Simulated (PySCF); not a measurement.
Compound: P2F4.
Structure used (PBE0-D3(BJ)/def2-SVP), in Å, numbered top down from 1:
```xyz
6
P2F4 angstrom
F     -1.239   -0.978   -1.285
P     -0.483   -1.025    0.142
F     -1.678   -0.462    1.073
P      0.487    1.014   -0.141
F      1.281    0.976    1.264
F      1.656    0.444   -1.099
```

Level of theory: PBE0-D3(BJ)/def2-SVP geometry optimisation, gas phase (PySCF 2.14.0).

Take the most abundant isotopes and a rigid rotor. The values belong to one conformer with, in the numbering `[F:1][P:2]([F:3])[P:4]([F:5])[F:6]`, F1–P2–P4–F5 -179°.

Q: What are A, B and C (cm⁻¹)?

A: Ia = 140.18, Ib = 282.47, Ic = 370.77 u·Å²; 505379 MHz·u·Å²/I gives 3605, 1789 and 1363 MHz, that is A = 0.12026, B = 0.05968, C = 0.04547 cm⁻¹.

Q: What kind of rotor is it?

A: An asymmetric top: κ = (2 × 1789 − 3605 − 1363)/(3605 − 1363) = -0.62.

Q: Is it planar, by Δ = Ic − Ia − Ib?

A: Not planar: Δ = Ic − Ia − Ib = -51.88 u·Å². For a rigid frame Δ = −2 Σ m c², so Σ m c² = 25.94 u·Å² lies off the ab plane. The atom farthest from that plane is 0.57 Å away.

Q: Give the other two planar moments, Paa and Pbb, and the rms extents of the mass along the axes.

A: Paa = Σ m a² = (Ib + Ic − Ia)/2 = 256.53 and Pbb = Σ m b² = (Ia + Ic − Ib)/2 = 114.24 u·Å². With the mass M = 137.94 u, the rms extents √(P/M) along a, b and c are 1.36, 0.91, 0.43 Å.

The dipole components are |μa| = 0.00 D, |μb| = 0.04 D, |μc| = 0.01 D.

Whether it is a minimum is left open (no frequencies). No vibrational averaging or centrifugal distortion is included, and the geometry carries the error of its method.
